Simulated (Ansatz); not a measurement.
hcp Os was calculated with PBE+SOC (PAW; Ansatz, a quantum-chemistry and plane-wave program).

Settings: plane-wave cutoff 520 eV, 24×24×14 k mesh (along the axes of the cell as run), Fermi–Dirac smearing 0.05 eV, PAW data made under PBE.

Shape and atoms are relaxed at each volume.

Pressure at four volumes; x = ln(V/14.287 Å³). One pressure is withheld.

| V (Å³/atom) | x | P (GPa) |
|---|---|---|
| 13.716 | -0.0408 | 17.68 |
| 14.287 | 0.0000 | 0.01 |
| 14.573 | 0.0198 | -7.39 |
| 14.859 | 0.0393 | ? |

Pass a parabola P(x) through the three rows shown, estimate the bulk modulus and its pressure derivative near zero pressure, and predict the withheld pressure.

Slopes between the rows: (0.01 − (17.68))/(0.0000 − (-0.0408)) = -433.09 and (-7.39 − (0.01))/(0.0198 − (0.0000)) = -373.74 GPa. Their difference over the span 0.0606 is c = 59.35/0.0606 = 979.4 GPa, so P(x) = 17.68 + (-433.09)(x − (-0.0408)) + 979.4 (x − (-0.0408))(x − (0.0000)). At the middle row B = −dP/dx = −[-433.09 + 979.4 × 0.0408] = 393.1 GPa, and B′ = dB/dP = 2c/B = 5.0. At x = 0.0393 the parabola gives -13.93 GPa; the run gives -13.97 GPa. The Birch–Murnaghan fit to the energies at all volumes has B0 = 392 GPa and B′ = 4.9.

Measured, for comparison: bulk modulus 425 GPa (zero-point energy and finite temperature contributions removed; as tabulated in doi:10.1021/acs.jctc.3c00612). Computed less measured: bulk modulus -8 %.
